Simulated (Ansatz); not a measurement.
BF4−, SMILES `F[B-](F)(F)F`. Total charge -1; spin multiplicity 1. The structure was optimised at the PBE0-D4/def2-TZVPD level.

```xyz
5

F     0.561   -0.570   -1.156
B     0.000    0.000    0.000
F    -1.267    0.527   -0.305
F    -0.129   -0.986    0.994
F     0.836    1.029    0.467
```

(1) Give the Mulliken charges with ωB97M-V, r2SCAN, PBE in def2-TZVPPD. (Estimate.)

Results:

(1) Ansatz gave: 
| atom | ωB97M-V | r2SCAN | PBE |
| --- | --- | --- | --- |
| F1 | -0.41 | -0.44 | -0.41 |
| B2 | 0.63 | 0.75 | 0.65 |
| F3 | -0.41 | -0.44 | -0.41 |
| F4 | -0.41 | -0.44 | -0.41 |
| F5 | -0.41 | -0.44 | -0.41 |
